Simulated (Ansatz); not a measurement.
**C4H5N: a ladder of functionals and wavefunction methods**

How much do the methods differ for C4H5N? The plan is to run it at one geometry with functionals of several rungs and with coupled cluster, and see how far each lands from CCSD(T) at the basis-set limit for the atomisation energy.

Program: Ansatz 0.2.0, Gaussian basis. Level of theory: functionals in def2-TZVPP, the program's frozen cores in correlated methods. These are calculated values, not measurements.

Levels to be run: LDA (SPW92), PBE-D4, revPBE-D4, BLYP-D4, r2SCAN-D4, B97M-V, PBE0-D4, B3LYP-D4, r2SCANh-D4, r2SCAN0-D4, HSE06-D4, BHLYP-D4, CAM-B3LYP-D4, LC-ωPBE, ωB97X-V, ωB97M-V, B2PLYP, PBE-QIDH; CCSD(T)/def2-SVP; CCSD(T)/def2-TZVPP; MP2/def2-QZVPP; extrapolation to the limit; RPA on PBE.

### 1 The geometry

An earlier PBE0-D4 in a triple-zeta def2 set relaxation fixed the geometry.

SMILES `C#C/N=C\C`, 10 atoms, charge 0, spin multiplicity 1.

Atoms are counted from 1 here; the program's logs count them from 0.

Bond lengths: C1–C2 1.206 Å, C1–H6 1.063 Å, C2–N3 1.330 Å, N3–C4 1.275 Å, C4–C5 1.484 Å, C4–H7 1.091 Å, C5–H8 1.090 Å, C5–H9 1.095 Å, C5–H10 1.095 Å. Angles: C2–C1–H6 179.9°, C1–C2–N3 174.3°, C2–N3–C4 122.0°, N3–C4–C5 127.3°, N3–C4–H7 115.5°, C5–C4–H7 117.2°, C4–C5–H8 111.6°, C4–C5–H9 109.8°, C4–C5–H10 109.8°, H8–C5–H9 109.4°, H8–C5–H10 109.5°, H9–C5–H10 106.5°.

As a file:

```mol
C4H5N
  3D, bonds by distance, orders not assigned

 10  9  0  0  0  0  0  0  0  0999 V2000
   -1.2879    1.8431    1.0228 C   0  0
   -1.2198    0.7805    0.4575 C   0  0
   -1.2768   -0.3947   -0.1632 N   0  0
   -0.2263   -1.0174   -0.5284 C   0  0
    1.1823   -0.5869   -0.3474 C   0  0
   -1.3465    2.7802    1.5212 H   0  0
   -0.3958   -1.9720   -1.0282 H   0  0
    1.2460    0.3779    0.1554 H   0  0
    1.7281   -1.3371    0.2335 H   0  0
    1.6798   -0.5247   -1.3204 H   0  0
  1  2  8  0
  2  3  8  0
  3  4  8  0
  4  5  8  0
  1  6  8  0
  4  7  8  0
  5  8  8  0
  5  9  8  0
  5 10  8  0
M  END
```

### 2 LDA

This LDA is Slater exchange with PW92 correlation.

in.yaml reads:

```yaml
crystal:
  periodic: [false, false, false]
  atoms:
    - {symbol: C, position_ang: [-1.287915, 1.843132, 1.022794]}
    - {symbol: C, position_ang: [-1.219804, 0.780501, 0.457547]}
    - {symbol: N, position_ang: [-1.276772, -0.394705, -0.163185]}
    - {symbol: C, position_ang: [-0.226286, -1.017430, -0.528352]}
    - {symbol: C, position_ang: [1.182276, -0.586874, -0.347432]}
    - {symbol: H, position_ang: [-1.346516, 2.780221, 1.521224]}
    - {symbol: H, position_ang: [-0.395832, -1.971973, -1.028160]}
    - {symbol: H, position_ang: [1.246042, 0.377853, 0.155362]}
    - {symbol: H, position_ang: [1.728099, -1.337087, 0.233485]}
    - {symbol: H, position_ang: [1.679809, -0.524736, -1.320384]}
basis:
  gaussian: {orbitals: def2-TZVPP}
hamiltonian: {xc: lda}
output: {orbitals: {seedname: orbitals}}
```

Started as:

```sh
> ansatz run in.yaml --threads 2 --pin off --events-out ev --progress --plain --max-ram 4352MiB
```

The runs that follow: PBE-D4 (GGA); revPBE-D4 (GGA); BLYP-D4 (GGA); r2SCAN-D4 (meta-GGA); B97M-V (meta-GGA); PBE0-D4 (hybrid); B3LYP-D4 (hybrid); r2SCANh-D4 (hybrid); r2SCAN0-D4 (hybrid); HSE06-D4 (hybrid); BHLYP-D4 (hybrid); CAM-B3LYP-D4 (range-separated); LC-ωPBE (range-separated); ωB97X-V (range-separated); ωB97M-V (range-separated); B2PLYP (double hybrid); PBE-QIDH (double hybrid); CCSD(T) in def2-SVP; CCSD(T) in def2-TZVPP; MP2 in def2-QZVPP; RPA on PBE orbitals.

**Question.** What will the summary of the whole plan be? Wanted: atomisation energy, CCSD(T)/CBS; farthest beyond LDA; mean size of error, GGA; mean size of error, meta-GGA; mean size of error, hybrid; mean size of error, range-separated; mean size of error, double hybrid; gap, smallest and largest; T1 diagnostic.

As calculated:

| quantity | value |
| --- | --- |
| atomisation energy, CCSD(T)/CBS | 44.101 eV |
| functionals within 0.221 eV (0.5 %) | r2SCANh-D4, LC-ωPBE, ωB97X-V, B2PLYP, PBE-QIDH |
| farthest beyond LDA | PBE-D4 (+1.975 eV) |
| mean size of error, GGA | 1.135 eV |
| mean size of error, meta-GGA | 0.308 eV |
| mean size of error, hybrid | 0.657 eV |
| mean size of error, range-separated | 0.241 eV |
| mean size of error, double hybrid | 0.040 eV |
| gap, smallest and largest | 3.32 eV (LDA (SPW92)), 10.58 eV (LC-ωPBE) |
| T1 diagnostic | 0.0142 |
| triples share of the correlation energy | 4.8 % |

What this shows: The LDA atomisation energy is off by 7.389 eV (17 %): it overbinds. PBE-D4 misses by +1.975 eV. Double hybrids carry the basis error of their MP2 part in triple zeta, and no dispersion term here, so their miss is partly the set-up's. By mean error the best rung here is double hybrid (0.040 eV) and the worst beyond LDA is GGA (1.135 eV). Misses under about 0.221 eV are within the doubt on the reference itself, which lacks core-valence correlation, relativity and higher excitations. Hartree-Fock recovers 71 % of the binding; the rest is correlation. CCSD(T) in def2-SVP is off by -1.933 eV, more than most functionals: a good method in a small basis is no reference. Orbital gaps span 3.3 to 10.6 eV; exact exchange widens them. The restricted reference is unstable towards a spin-broken one.
